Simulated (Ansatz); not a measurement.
`C[SiH2]Cl` → C• + Cl• + 5 H• + Si•  (atomization)

Computed with Ansatz on PBE0-D4/def2-TZVP structures; ΔE is electronic, products minus reactants. CCSD(T)/CBS adds triple-zeta CCSD(T) − MP2 to the extrapolated MP2 energy (def2 sets, frozen cores). This one scheme is used for every species, atoms too. Functionals use def2-TZVPP. Open shells (•) are unrestricted, without spin–orbit coupling. Spin–orbit coupling would lower the free atoms: a little for C, Cl, Si.

CCSD(T)/CBS gives +646.8 kcal/mol.

Another level gave +645.8 kcal/mol. Which?
A. HF/def2-TZVPP
B. revPBE/def2-TZVPP
C. PBE/def2-TZVPP
D. PBE-D4/def2-TZVPP

D. PBE-D4 645.8, PBE 642.4, revPBE 624.9, HF/def2-TZVPP 499.0 kcal/mol.

Largest T1 diagnostic among the species: 0.012.

From BLYP to BHLYP (50 % exact exchange), in def2-TZVPP and without D4, ΔE moves by +1.7 kcal/mol. At CCSD(T), def2-SVP lies −39.2 kcal/mol from the extrapolated value and def2-TZVPP −15.8 kcal/mol: correlation converges slowly with the basis, and small sets miss more of it in the bonded molecule than in its fragments. In def2-TZVPP, CCSD(T) changes the Hartree–Fock value by +132.1 kcal/mol (the triples alone add +6.3 kcal/mol) and MP2 by +135.3 kcal/mol; breaking electron pairs costs correlation energy, which Hartree–Fock lacks.

For atomizations the MP2-based limit and the directly extrapolated one differ by several kJ/mol either way, and by 10 to 25 for some Ge, Se and Sn compounds, so smaller differences from it don't rank the levels.
